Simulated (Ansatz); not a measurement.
System: rock-salt BaTe. Method: LC-ωPBE (Ansatz, a quantum-chemistry and plane-wave program, PAW).

Numerical settings: plane-wave cutoff 520 eV, 6×6×6 k mesh, scalar-relativistic PAW data made under PBE.

Computed at the level's own relaxed cell.

```
CELL_PARAMETERS angstrom
      0.00000     3.51014     3.51014
      3.51014     0.00000     3.51014
      3.51014     3.51014     0.00000
ATOMIC_POSITIONS crystal
  Ba 0.00000 0.00000 0.00000
  Te 0.50000 0.50000 0.50000
```

Q: Give the elastic tensor (Voigt notation, GPa, ions relaxed, in the Cartesian axes of the cell as printed).

A: 
```
   77.8    10.0    10.0     0.0     0.0     0.0
   10.0    77.8    10.0     0.0     0.0     0.0
   10.0    10.0    77.8     0.0     0.0     0.0
    0.0     0.0     0.0    12.9     0.0     0.0
    0.0     0.0     0.0     0.0    12.9     0.0
    0.0     0.0     0.0     0.0     0.0    12.9
```

Computed values are for the static lattice.
